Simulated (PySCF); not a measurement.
System (SMILES): OO (H2O2).
Geometry (B3LYP-D3(BJ)/def2-TZVP, fixed):
```xyz
4

O      0.0155     0.7238    -0.0702
O     -0.0112    -0.7261    -0.0419
H      0.8057     0.8967     0.4614
H     -0.8394    -0.8786     0.4355
```
Charge 0, spin multiplicity 1.

Basis-set convergence of the mean static polarisability at PBE with PySCF. All functions are spherical. Density fitting with generated auxiliary sets. No added dispersion term, no relativity. Reference: the value in d-aug-cc-pVTZ, 16.26 bohr³, itself unsure by roughly 0.7 % (its mean distance from aug-pcseg-3, aug-cc-pVQZ, aug-pcseg-2). Deviations are taken from unrounded values.

```
basis        functions  mean static polarisability (bohr³)
-----------  ---------  ----------------------------------
cc-pVDZ             38                                9.62
aug-cc-pVDZ         64                               15.44
def2-SVP            38                                9.54
def2-SVPD           62                               15.61
pcseg-1             38                                9.97
aug-pcseg-1         64                               15.97
6-311G**            48                               10.37
6-311+G**           56                               12.97
def2-TZVP           74                               12.04
def2-TZVPD          98                               15.98
cc-pVTZ             88                               12.07
aug-cc-pVTZ        138                               15.91
pcseg-2             88                               13.03
aug-pcseg-2        138                               16.13
def2-TZVPP          90                               12.75
def2-TZVPPD        114                               16.02
cc-pVQZ            170                               13.42
aug-cc-pVQZ        252                               16.09
def2-QZVPP         174                               14.00
def2-QZVPPD        198                               16.12
pcseg-3            186                               15.09
aug-pcseg-3        268                               16.23
```

What the diffuse functions change, pair by pair:
- cc-pVDZ to aug-cc-pVDZ: 26 more functions, deviation -40.8 to -5.0 %
- def2-SVP to def2-SVPD: 24 more functions, deviation -41.3 to -4.0 %
- pcseg-1 to aug-pcseg-1: 26 more functions, deviation -38.7 to -1.8 %
- 6-311G** to 6-311+G**: 8 more functions, deviation -36.2 to -20.2 %
- def2-TZVP to def2-TZVPD: 24 more functions, deviation -25.9 to -1.7 %
- cc-pVTZ to aug-cc-pVTZ: 50 more functions, deviation -25.7 to -2.2 %
- pcseg-2 to aug-pcseg-2: 50 more functions, deviation -19.9 to -0.8 %
- def2-TZVPP to def2-TZVPPD: 24 more functions, deviation -21.6 to -1.4 %
- cc-pVQZ to aug-cc-pVQZ: 82 more functions, deviation -17.5 to -1.0 %
- def2-QZVPP to def2-QZVPPD: 24 more functions, deviation -13.9 to -0.9 %
- pcseg-3 to aug-pcseg-3: 82 more functions, deviation -7.2 to -0.2 %

They bring the value nearer the reference by more than 0.7 % in 11 of 11 pairs.
